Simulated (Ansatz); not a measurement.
The first iterations of a band of H2 + HO2 (5 atoms, charge 0, multiplicity 2).

These are results of UKS r2SCAN-D4/def2-SVP in Ansatz, not measurements.

```
movable images  : 5
climbing image  : yes
spring          : 5.0 eV/Å²
optimiser       : quadratic models (default)
start path      : through a guess of the saddle point
force threshold : 0.05 eV/Å
iteration limit : 60
end points      : relaxed
```

Initial state:

```xyz
5
Properties=species:S:1:pos:R:3
H 0.007 -1.298 1.163
H 0.278 -1.721 1.733
O -0.723 0.236 -0.751
O 0.295 1.073 -0.707
H 0.142 1.711 -1.438
```

Final state:

```xyz
5
Properties=species:S:1:pos:R:3
H -0.103 -0.948 0.771
H 0.541 -0.882 1.175
O -1.032 0.247 -0.978
O 0.041 0.995 -0.854
H 0.552 0.588 -0.114
```

| iteration | highest image above the first end (eV) | largest band force component (eV/Å) |
| --- | --- | --- |
| 1 | 5.850 | 45.230 |
| 2 | 0.650 | 2.177 |
| 3 | 0.566 | 1.490 |
| 4 | 1.167 | 9.853 |
| 5 | 0.163 | 2.113 |
| 6 | 0.058 | 0.905 |
| 7 | 0.028 | 0.992 |
| 8 | 0.023 | 0.280 |

**Question.** Does the band converge within its limit, and where does its top end?

**Answer.** It converged. It ended after 25 iterations with the highest image 0.022 eV above the first end. A vibrational analysis at the climbing image gives one clearly imaginary mode, 148i cm⁻¹: a first-order saddle point.

The run took 7.2 min on 1 CPU thread of a shared host.
